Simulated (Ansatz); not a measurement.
Molecule: CHCl2, charge -1, multiplicity 1. It need not be the lowest isomer of its formula. Whether it binds its extra electron was not tested at this geometry. SMILES: Cl[CH-]Cl
Coordinates optimised at B3LYP-D3(BJ)/def2-TZVP (Ansatz, a first-principles code):
```xyz
4

C     -0.1830     0.0048     0.9555
Cl     0.0201     1.5331    -0.2129
Cl    -0.0058    -1.5346    -0.2026
H      0.8548    -0.0027     1.3294
```
Charge -1, spin multiplicity 1.

Question: Give the harmonic wavenumbers at B3LYP-D3(BJ)/def2-TZVP (Ansatz, finite differences of forces, unscaled).

Answer: 218, 415, 508, 1041, 1181, 2919 cm⁻¹. Zero-point energy 9.0 kcal/mol.

Question: From these and the geometry, give the ideal-gas thermochemistry at 298.15 K and 1 atm (rigid rotor, harmonic oscillator).

Answer: Point group Cs, rotational symmetry number 1. Rotational constants 29.91, 3.011, 2.767 GHz. S(trans) 39.20, S(rot) 24.67, S(vib) 3.65, S(elec, spin only) 0.00, S 67.5 cal/(mol K). H(298) - H(0) 3.06 kcal/mol; G - E(el) -8.1 kcal/mol.
